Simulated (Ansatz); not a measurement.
## Fluorite SrCl₂

All values below come from r²SCAN+SOC (PAW; Ansatz, a first-principles code).

Settings: plane-wave cutoff 560 eV, 8×8×8 k mesh, Fermi–Dirac smearing 0.01 eV, PAW data made under PBE.

Cell: measured lattice: a = b = c = 6.9744 Å, α = β = γ = 90.00°.

```
Property                                      Result
-------------------------------------------  -------
band gap                                     5.97 eV
smallest direct gap on the k points sampled  5.99 eV
direct gap at Γ                              6.27 eV
```

Measured, for comparison: band gap 7.5 eV (temperature not stated, no zero-point or thermal correction; as tabulated in Aguado et al. (1999), arXiv:cond-mat/9901145). Computed (rounded) less measured: band gap -1.53 eV.

Note: cell and atoms aren't relaxed at this level (pressure 0.3 GPa).
